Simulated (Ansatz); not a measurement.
We consider bcc Ba, described by B3LYP (VWN-RPA form) in Ansatz (plane waves, PAW).

Numerical settings: plane-wave cutoff 460 eV, 10×10×10 k mesh, Fermi–Dirac smearing 0.05 eV, scalar-relativistic PAW data made under PBE.

Computed at the level's own relaxed cell.

Task: What does this level give for the volume per atom and equilibrium lattice constant a?

Result: 
- volume per atom: 68.64 Å³/atom
- equilibrium lattice constant a: 5.159 Å

Measured, for comparison: equilibrium volume per atom 62.31 Å³/atom (low-temperature or extrapolated to 0 K; zero-point anharmonic expansion removed; as tabulated in Csonka et al. (2009), arXiv:0903.4037); lattice constant a 4.995 Å (low-temperature or extrapolated to 0 K; zero-point anharmonic expansion removed, our sources range from 4.995 to 5.004; as tabulated in Csonka et al. (2009), arXiv:0903.4037). Computed (rounded) less measured: equilibrium volume per atom +10.2 %, lattice constant a +3.3 % (+3.1 % to +3.3 % over the range).

Spin–orbit coupling is not included.

Computed values are for the static lattice.

It cost around 40 core-minutes (rough) of CPU time.

Ansatz is a first-principles code.
